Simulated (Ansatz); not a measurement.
## Worked example: correlation energy of H₂Se, singlet

Geometry: a point of a stretch scan, not a stationary point.

```xyz
3

Se    0.0000   -0.0228    0.0029
H     0.0000    1.0037   -1.0449
H     0.0000    0.7792    0.8215
```

Basis 6-31G (Cartesian d functions); Ansatz 0.2.0. Only valence electrons are correlated (noble-gas cores and the filled d shells of p-block atoms frozen), which leaves 8 electrons in 19 orbitals. Prefix R: restricted or restricted open-shell reference. No spin–orbit coupling is included, and no scalar relativity.

Full CI is exact within this basis and frozen core; it isn't the basis-set limit.

Runs differ by some tens of microhartree through their thresholds, so steps under 0.03 kcal/mol mean nothing.

| level | total energy (hartree) |
| --- | --- |
| RHF | -2400.549639 |
| RMP2 | -2400.602466 |
| RCCSD | -2400.617002 |
| RCCSD(T) | -2400.617654 |
| RCCSDT | -2400.617778 |
| RCCSDT(Q) | -2400.617804 |
| RCCSDTQ | -2400.617808 |
| full CI | -2400.617808 |

Task: What is the correlation energy at full CI, and what share of it do RMP2 and RCCSD(T) recover?

Result: E(corr) = -2400.617808 − (-2400.549639) = -0.068169 hartree = -1.855 eV. RMP2: -0.052827 / -0.068169 = 77.49 %. RCCSD(T): -0.068015 / -0.068169 = 99.77 %.

Task: By how many kcal/mol does RCCSD(T) miss full CI (1 hartree = 627.509 kcal/mol), and which steps make up the rest?

Result: -2400.617654 − (-2400.617808) = 0.000154 hartree = 0.10 kcal/mol. Steps: RCCSDT − RCCSD(T) = -0.08, RCCSDT(Q) − RCCSDT = -0.02, RCCSDTQ − RCCSDT(Q) = 0.00, full CI − RCCSDTQ = 0.00 kcal/mol. That is within 1 kcal/mol of the reference in this basis, which itself misses far more of the correlation at the basis-set limit.
